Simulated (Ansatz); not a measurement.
## Energy profile

The step: SiH₃Cl ([SiH3][Cl]) + SiH₄ → SiH₃Cl ([SiH3][Cl]) + SiH₄; bonds formed: Si1–Cl7, H2–Si6; bonds broken: Si1–H2, Si6–Cl7 (atoms numbered as in the saddle structure below).

```csv
atom,x (Å),y (Å),z (Å)
Si1,-0.3845,0.6476,-1.3297
H2,-0.5536,-0.4712,-0.0795
H3,-0.2144,-0.5206,-2.2333
H4,-1.7836,1.0529,-1.0308
H5,0.1623,1.7963,-2.1154
Si6,0.3565,-0.6707,1.3260
Cl7,1.2831,1.1208,0.1984
H8,1.4107,-0.4245,2.3574
H9,0.6424,-2.0463,0.8399
H10,-0.9191,-0.4842,2.0671
```

Electronic energies by CCSD(T) at an estimated basis limit (MP2 extrapolated from triple and quadruple zeta, plus CCSD(T) − MP2 in triple zeta), on PBE0-D4/def2-TZVP structures; Si2H7Cl, closed shell; no counterpoise correction. Ansatz 0.2.0; basis: def2-TZVPP and def2-QZVPP; cores frozen in the correlated methods. Extrapolation: Hartree–Fock as exp(−7.88 √X), correlation as X^−2.97.

(1) Give the profile in eV, counted from the separated reactants. (Judge from chemistry; the value comes from the calculation.)

The T1 diagnostic stays at or below 0.012. The start structure is not quite a true minimum (one mode of 54i cm⁻¹). The end structure is not quite a true minimum (one mode of 53i cm⁻¹).

## Answers

(1) The calculation gives:
```csv
point,eV
"separated: SiH4 (Si1, H2, H3, H4, H5; singlet) + SiH3Cl (linked as [SiH3][Cl]; Si6, Cl7, H8, H9, H10; singlet)",0.000
start structure,-0.046
saddle,2.002
end structure,-0.046
"separated: SiH3Cl (linked as [SiH3][Cl]; Si1, H3, H4, H5, Cl7; singlet) + SiH4 (H2, Si6, H8, H9, H10; singlet)",0.000
```

Ligand swaps between two centres remove the fluorinated layer in thermal atomic layer etching, and scramble precursors in the gas phase.

For scale, one of the runs: CCSD(T)/def2-TZVPP, 224 basis functions, launched by `ansatz run in.yaml --threads 4 --pin off --events-out ev --progress --plain --max-ram 9574MiB`. Time: 42 s of wall clock on 4 CPU threads of an Arm Neoverse V2; the host was shared. Peak host memory: 3.2 GiB.
